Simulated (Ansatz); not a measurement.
**SiNH₂ (sextet): the correlation ladder, cc-pVDZ**

How much of the correlation energy of SiNH₂ (sextet) does each wave-function method recover here?

Computed with Ansatz 0.2.0, Gaussian basis. Level: cc-pVDZ, core rule «outside noble gas», up to 6 orbitals frozen.

To be run: UHF; CCSD(T) on ROHF; CCSD(T) on UHF; BCCD(T) on ROHF; CISD; CCSDT(Q) on ROHF; CCSDT(Q) on UHF; CASSCF and MRCISD+Q, 11 electrons in 10 orbitals; CASSCF and MRCISD+Q(relaxed), 11 electrons in 10 orbitals; CASSCF and NEVPT2, 11 electrons in 10 orbitals.

24 further runs of the same task are left out: 10 that didn't finish, 14 set aside as unsound or not needed.

**1. What is computed**

The geometry is a PBE0/def2-TZVP stationary point (not a proven minimum) of the parent state, kept for this charge and spin.

4 atoms, charge 0, spin multiplicity 6.

Atoms are counted from 1 here; the program's logs count them from 0.

Bond lengths: Si1–N2 1.849 Å, Si1–H3 1.470 Å, Si1–H4 1.470 Å. Angles: N2–Si1–H3 117.7°, N2–Si1–H4 117.7°, H3–Si1–H4 124.6°.

Coordinates:

```xyz
4
H2NSi
Si    0.00000    0.00000    0.55577
N     0.00000    0.00000   -1.29274
H     0.00000    1.30196    1.23908
H     0.00000   -1.30196    1.23908
```

**2. UHF**

in.yaml

```yaml
crystal:
  periodic: [false, false, false]
  atoms:
    - {symbol: Si, position_ang: [0.000000, 0.000000, 0.555774]}
    - {symbol: N, position_ang: [0.000000, 0.000000, -1.292740]}
    - {symbol: H, position_ang: [0.000000, 1.301958, 1.239079]}
    - {symbol: H, position_ang: [0.000000, -1.301958, 1.239079]}
basis:
  gaussian: {orbitals: cc-pVDZ}
magnetization: {spin_polarized: true, initial_magnetization: 5}
hamiltonian: {xc: hf}
output: {orbitals: {seedname: orbitals}}
```

Command:

```sh
$ ansatz run in.yaml --threads 1 --pin off --events-out ev --progress --plain --max-ram 2393MiB
```

Further steps of the session: CCSD(T) on ROHF; CCSD(T) on UHF; BCCD(T) on ROHF; CISD; CCSDT(Q) on ROHF; CCSDT(Q) on UHF; CASSCF and MRCISD+Q, 11 electrons in 10 orbitals; CASSCF and MRCISD+Q(relaxed), 11 electrons in 10 orbitals; CASSCF and NEVPT2, 11 electrons in 10 orbitals.

Q: Predict the results of all the runs planned. Wanted: UCCSDT(Q) below the RHF energy; RMP2 from UCCSDT(Q); UMP2 from UCCSDT(Q); RCCSD from UCCSDT(Q); RCCSD(T) from UCCSDT(Q); UCCSD(T) from UCCSDT(Q); RCCSDT(Q) from UCCSDT(Q); NEVPT2 valence from UCCSDT(Q); MRCISD+Q valence from UCCSDT(Q).

As calculated:

```
                                quantity                                                                              value
          UCCSDT(Q) below the RHF energy                                                                         -5.5221 eV
                     RMP2 from UCCSDT(Q)                                                                        +1215.0 meV
                     UMP2 from UCCSDT(Q)                                                                        +1203.7 meV
                    RCCSD from UCCSDT(Q)                                                                         +152.6 meV
                 RCCSD(T) from UCCSDT(Q)                                                                          +37.9 meV
                 UCCSD(T) from UCCSDT(Q)                                                                          +36.4 meV
                RCCSDT(Q) from UCCSDT(Q)                                                                           +2.3 meV
           NEVPT2 valence from UCCSDT(Q)                                                                        +1151.0 meV
         MRCISD+Q valence from UCCSDT(Q)                                                                          +49.5 meV
MRCISD+Q(relaxed) valence from UCCSDT(Q)                                                                           -3.9 meV
       levels within 1 kcal/mol (43 meV)  RCCSD(T), UCCSD(T), BCCD(T), RCCSDT, UCCSDT, RCCSDT(Q), MRCISD+Q(relaxed) valence
                           T1 diagnostic                                                                              0.029
          effectively unpaired electrons                                                                               5.01
```

In words: RCCSD(T) misses by +37.9 meV, 0.7 % of the correlation energy. One determinant dominates. Of the multireference levels listed MRCISD+Q(relaxed) valence comes nearest in total energy (-3.9 meV), which doesn't show that its space is the better one. These misses are within one basis, not against nature; the frozen cores of restricted and unrestricted runs differ, which can shift their rows.
